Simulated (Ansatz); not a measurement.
in.yaml

```yaml
crystal:
  periodic: [false, false, false]
  atoms:
    - {symbol: Si, position_ang: [0.000000, 0.019217, 1.662780]}
    - {symbol: O, position_ang: [0.000000, 0.046850, 0.045269]}
    - {symbol: Si, position_ang: [0.000000, -0.096716, -1.620718]}
    - {symbol: H, position_ang: [0.000000, 1.415798, -1.890609]}
basis:
  gaussian: {orbitals: cc-pVDZ}
total_charge: 1
magnetization: {spin_polarized: false, initial_magnetization: 2}
correlation: {active_space: {ras: {orbitals: [6, 2, 36], electrons: 14, max_holes: 2, max_particles: 2}, fixed_orbitals: true}}
accuracy: high
output: {forces: true}
```

```sh
$ ansatz run in.yaml --threads 1 --pin off --events-out ev --progress --plain --max-ram 2393MiB
```

Output:

```
1135 factors; integrals over basis functions are off by at most 3.7e-9 eV
mean field evaluation 1: about -17760.5434 eV, gradient 6.4e1 eV
mean field evaluation 2: about -17760.5613 eV, gradient 6.4e1 eV
mean field evaluation 4: about -17769.0627 eV, gradient 4.9e0 eV
mean field evaluation 8: about -17769.2867 eV, gradient 3.8e-1 eV
mean field evaluation 16: about -17769.2889 eV, gradient 1.1e-8 eV
mean field evaluation 32: about -17766.2017 eV, gradient 1.0e1 eV
mean field evaluation 64: about -17767.9505 eV, gradient 8.0e-1 eV
mean field -17769.28890526 eV, -653.0093228117 hartree, gradient 1.9e-8 eV, S^2 2.000000; 5 other end points of the search recorded, 0 dependent functions left out
reference -17769.28890526 eV, -653.0093228117 hartree; 19, 17 occupied and 36, 38 virtual orbitals, 1135 factors
state -17777.41872810 eV, -653.3080882905 hartree
the calculation of the forces begins
Total energy: -17777.41872810 eV, -653.3080882905 hartree
Atom 0 at     0.000000     0.019217     1.662780 Å, force    -0.000000     0.062960    -1.081039 eV/Å
Atom 1 at     0.000000     0.046850     0.045269 Å, force     0.000000    -0.591343     4.010027 eV/Å
Atom 2 at     0.000000    -0.096716    -1.620718 Å, force    -0.000000     1.451380    -2.281254 eV/Å
Atom 3 at     0.000000     1.415798    -1.890609 Å, force    -0.000000    -0.922997    -0.647734 eV/Å
Dipole moment:    -0.000000    -0.098275     0.693271 e Å
```

Natural occupations: 1.9868 1.9739 1.9688 1.9672 1.9642 1.9477 0.9968 0.9910 0.0335 0.0310 0.0210 0.0169 0.0152 0.0110 0.0109 0.0060 0.0059 0.0057 0.0050 0.0048 0.0045 0.0039 0.0035 0.0034.

Forces (eV/Å):
```
Si   0.000  0.063 -1.081
O    0.000 -0.591  4.010
Si   0.000  1.451 -2.281
H    0.000 -0.923 -0.648
```

Ran on 1 thread of Arm Neoverse V1, shared host: 18 s wall, 0.22 GiB peak host memory.
